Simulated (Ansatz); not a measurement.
# C3H5ClOS: up Jacob's ladder to CCSD(T)

How much do the methods differ for C3H5ClOS? The plan is to run it at one geometry with functionals of several rungs and with coupled cluster. The yardstick is the atomisation energy at the CCSD(T) limit.

Program: Ansatz 0.2.0, Gaussian basis. Level of theory: functionals in def2-TZVPP, the program's frozen cores in correlated methods. These are calculated values, not measurements.

Plan: LDA (SPW92), PBE-D4, revPBE-D4, BLYP-D4, r2SCAN-D4, B97M-V, PBE0-D4, B3LYP-D4, r2SCANh-D4, r2SCAN0-D4, HSE06-D4, BHLYP-D4, CAM-B3LYP-D4, LC-ωPBE, ωB97X-V, ωB97M-V, B2PLYP, PBE-QIDH; CCSD(T)/def2-SVP; CCSD(T)/def2-TZVPP; MP2/def2-QZVPP; extrapolation to the limit; RPA on PBE.

## (1) The geometry

The geometry comes from an earlier relaxation with PBE0-D4 in a triple-zeta def2 set; it is a stationary point, not always the lowest conformer.

SMILES `CSC(=O)CCl`, 11 atoms, charge 0, spin multiplicity 1.

Atoms are counted from 1 here; the program's logs count them from 0.

Bond lengths: C1–S2 1.792 Å, C1–H7 1.089 Å, C1–H8 1.089 Å, C1–H9 1.089 Å, S2–C3 1.759 Å, C3–O4 1.201 Å, C3–C5 1.515 Å, C5–Cl6 1.776 Å, C5–H10 1.089 Å, C5–H11 1.089 Å. Angles: S2–C1–H7 110.1°, S2–C1–H8 110.1°, S2–C1–H9 106.8°, H7–C1–H8 109.6°, H7–C1–H9 110.1°, H8–C1–H9 110.1°, C1–S2–C3 99.2°, S2–C3–O4 124.1°, S2–C3–C5 113.0°, O4–C3–C5 122.9°, C3–C5–Cl6 109.4°, C3–C5–H10 112.0°, C3–C5–H11 108.9°, Cl6–C5–H10 107.8°, Cl6–C5–H11 108.0°, H10–C5–H11 110.8°.

## (2) LDA

This LDA is Slater exchange with PW92 correlation.

Contents of in.yaml:

```yaml
crystal:
  periodic: [false, false, false]
  atoms:
    - {symbol: C, position_ang: [-0.657336, -1.121101, 1.692867]}
    - {symbol: S, position_ang: [0.557588, 0.033781, 1.057880]}
    - {symbol: C, position_ang: [0.039648, 0.091732, -0.621900]}
    - {symbol: O, position_ang: [-0.867763, -0.554862, -1.069648]}
    - {symbol: C, position_ang: [0.860424, 1.049961, -1.460603]}
    - {symbol: Cl, position_ang: [0.016089, 2.608672, -1.570739]}
    - {symbol: H, position_ang: [-0.591137, -2.066376, 1.156860]}
    - {symbol: H, position_ang: [-1.658695, -0.708132, 1.582042]}
    - {symbol: H, position_ang: [-0.428950, -1.270925, 2.747445]}
    - {symbol: H, position_ang: [1.842084, 1.233973, -1.026345]}
    - {symbol: H, position_ang: [0.953348, 0.646277, -2.467258]}
basis:
  gaussian: {orbitals: def2-TZVPP}
hamiltonian: {xc: lda}
output: {orbitals: {seedname: orbitals}}
```

Command:

```sh
$ ansatz run in.yaml --threads 4 --pin off --events-out ev --progress --plain --max-ram 10444MiB
```

Further steps of the session: PBE-D4 (GGA); revPBE-D4 (GGA); BLYP-D4 (GGA); r2SCAN-D4 (meta-GGA); B97M-V (meta-GGA); B3LYP-D4 (hybrid); r2SCANh-D4 (hybrid); r2SCAN0-D4 (hybrid); HSE06-D4 (hybrid); BHLYP-D4 (hybrid); CAM-B3LYP-D4 (range-separated); LC-ωPBE (range-separated); ωB97X-V (range-separated); ωB97M-V (range-separated); B2PLYP (double hybrid); PBE-QIDH (double hybrid); CCSD(T) in def2-SVP; CCSD(T) in def2-TZVPP; MP2 in def2-QZVPP; RPA on PBE orbitals.

**Question.** What will the summary of the whole plan be? Wanted: atomisation energy, CCSD(T)/CBS; farthest beyond LDA; mean size of error, GGA; mean size of error, meta-GGA; mean size of error, hybrid; mean size of error, range-separated; mean size of error, double hybrid; gap, smallest and largest; T1 diagnostic.

**Answer**, as computed:

| quantity | value |
| --- | --- |
| atomisation energy, CCSD(T)/CBS | 44.033 eV |
| functionals within 0.220 eV (0.5 %) | BLYP-D4, B3LYP-D4, r2SCANh-D4, CAM-B3LYP-D4, LC-ωPBE, ωB97X-V, PBE-QIDH |
| farthest beyond LDA | BHLYP-D4 (-1.762 eV) |
| mean size of error, GGA | 0.827 eV |
| mean size of error, meta-GGA | 0.393 eV |
| mean size of error, hybrid | 0.579 eV |
| mean size of error, range-separated | 0.156 eV |
| mean size of error, double hybrid | 0.260 eV |
| gap, smallest and largest | 3.91 eV (LDA (SPW92)), 11.31 eV (LC-ωPBE) |
| T1 diagnostic | 0.0143 |
| triples share of the correlation energy | 4.5 % |

The LDA atomisation energy is off by 7.662 eV (17 %): it overbinds. PBE-D4 misses by +1.743 eV. Double hybrids carry the basis error of their MP2 part in triple zeta, and no dispersion term here, so their miss is partly the set-up's. By mean error the best rung here is range-separated (0.156 eV) and the worst beyond LDA is GGA (0.827 eV). The gap between the best rungs is small, so their order is not settled. Misses under about 0.220 eV are within the doubt on the reference itself, which lacks core-valence correlation, relativity and higher excitations. Hartree-Fock recovers 70 % of the binding; the rest is correlation. CCSD(T) in def2-SVP is off by -2.428 eV, which most functionals beat. Orbital gaps span 3.9 to 11.3 eV; exact exchange widens them.
